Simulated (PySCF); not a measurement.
# BH₃ + 2 Cl₂ → BCl + 3 HCl

Level: PBE0 in the def2-TZVP basis family, all electrons, no relativity, computed in PySCF with density fitting; open shells unrestricted.

```json
{"species": "BH₃", "state and structure": "singlet, D3h, B–H 1.193 Å (×3)", "ZPE (kJ/mol)": "68.6", "H(298 K) − H(0) (kJ/mol)": "10.1", "S° (J/(mol K))": "188.4"}
{"species": "Cl₂", "state and structure": "singlet, D∞h, Cl–Cl 1.982 Å", "ZPE (kJ/mol)": "3.5", "H(298 K) − H(0) (kJ/mol)": "9.1", "S° (J/(mol K))": "222.5"}
{"species": "BCl", "state and structure": "singlet, C∞v, B–Cl 1.718 Å", "ZPE (kJ/mol)": "5.0", "H(298 K) − H(0) (kJ/mol)": "8.9", "S° (J/(mol K))": "213.2"}
{"species": "HCl", "state and structure": "singlet, C∞v, H–Cl 1.279 Å", "ZPE (kJ/mol)": "17.9", "H(298 K) − H(0) (kJ/mol)": "8.7", "S° (J/(mol K))": "186.6"}
```

Task: Is the gas-phase reaction uphill or downhill in electronic energy at this level, and by how much?

Result: At PBE0/def2-TZVP, ΔE = -157.7 kJ/mol, downhill. 

Task: Add zero-point, thermal and entropy terms for 298.15 K and 1 bar.

Result: ΔZPE = -16.9 and Δ[H(298) − H(0)] = 6.7 kJ/mol give ΔH° = -167.9 kJ/mol. ΔS° = 139.6 J/(mol K), so ΔG° = -167.9 − 298.15 × (0.1396) = -210 kJ/mol.

Only the bonding shown was studied: isomers, or loss of a ligand pair, can lie lower.
